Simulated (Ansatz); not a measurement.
# CH3BN (charge +1): two geometries relaxed

All numbers below are computed with Ansatz 0.2.0 (RKS PBE0/def2-SVP).

### 1 The system as given

Bond lengths: B1–C2 1.511 Å, C2–N3 1.147 Å, B1–H4 1.165 Å, B1–H5 1.165 Å, N3–H6 1.007 Å. Angles: B1–C2–N3 179.8°, C2–B1–H4 118.7°, C2–B1–H5 118.7°, H4–B1–H5 122.7°, C2–N3–H6 179.8°.

Structure file:

```xyz
6

B    -0.8181    0.2815   -0.7104
C     0.2884   -0.0990    0.2460
N     1.1263   -0.3863    0.9745
H    -1.3021   -0.5516   -1.3655
H    -1.1540    1.3959   -0.7614
H     1.8595   -0.6405    1.6168
```

### 2 Relaxing end A

Contents of input.yaml:

```yaml
crystal:
  periodic: [false, false, false]
  atoms:
    - { symbol: B, position_ang: [-0.81811, 0.28152, -0.71043] }
    - { symbol: C, position_ang: [0.28841, -0.09901, 0.24604] }
    - { symbol: "N", position_ang: [1.12628, -0.38628, 0.97445] }
    - { symbol: H, position_ang: [-1.3021, -0.55156, -1.36546] }
    - { symbol: H, position_ang: [-1.154, 1.39589, -0.7614] }
    - { symbol: H, position_ang: [1.85952, -0.64055, 1.61681] }
total_charge: 1
basis:
  gaussian: { orbitals: def2-SVP }
hamiltonian:
  xc: pbe0
relax:
  f_tol: 0.02
  max_steps: 50
```

Command:

```bash
$ ansatz run input.yaml --threads 1 --pin off --max-ram 2048MiB --backend cpu --events-out ev --progress --plain --runs-dir out
```

What time and memory should one allow on 1 thread of an x86-64 CPU, shared host?

About 8.8 s, with a peak of 0.14 GiB.
